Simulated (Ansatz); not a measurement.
in.yaml

```yaml
crystal:
  periodic: [false, false, false]
  atoms:
    - {symbol: Ge, position_ang: [0.000000, -0.050581, 0.287692]}
    - {symbol: N, position_ang: [0.000000, 0.199167, -1.406789]}
    - {symbol: H, position_ang: [0.000000, 1.385599, 0.948607]}
    - {symbol: H, position_ang: [0.000000, -0.508046, -2.132666]}
basis:
  gaussian: {orbitals: cc-pVTZ}
magnetization: {spin_polarized: false, initial_magnetization: 1}
correlation: {active_space: {ras: {orbitals: [5, 1, 80], electrons: 11, max_holes: 2, max_particles: 2}, fixed_orbitals: true}}
scf: {lower_state_search: full}
nroots: 3
output: {forces: true}
```

```sh
$ ansatz run in.yaml --threads 1 --pin off --events-out ev --progress --plain --max-ram 2393MiB
```

Problem. What does the program do with this input?

Solution. Refused. The input was made wrong on purpose (unknown input key), so the run isn't a sound calculation of what was asked.
```
Error: YAML parse error: error: line 13 column 1: unknown field `nroots`, expected one of crystal, accuracy, basis, kpoints, hamiltonian, magnetization, projection, total_charge, correlation, batch, efield, external_charges, scf, relax, neb, saddle, md, ramp, phonons, dielectric, real_time, elastic, magnetic_configurations, gw, evaluate, workflow, output, checkpoint, execution
  --> <input>:13:1
   |
11 | correlation: {active_space: {ras: {orbitals: [5, 1, 80], electron…
12 | scf: {lower_state_search: full}
13 | nroots: 3
   | ^ unknown field `nroots`, expected one of crystal, accuracy, basis, kpoints, hamiltonian, magnetization, projection, total_charge, correlation, batch, efield, external_charges, scf, relax, neb, saddle, md, ramp, phonons, dielectric, real_time, elastic, magnetic_configurations, gw, evaluate, workflow, output, checkpoint, execution
14 | output: {forces: true}
   |
```
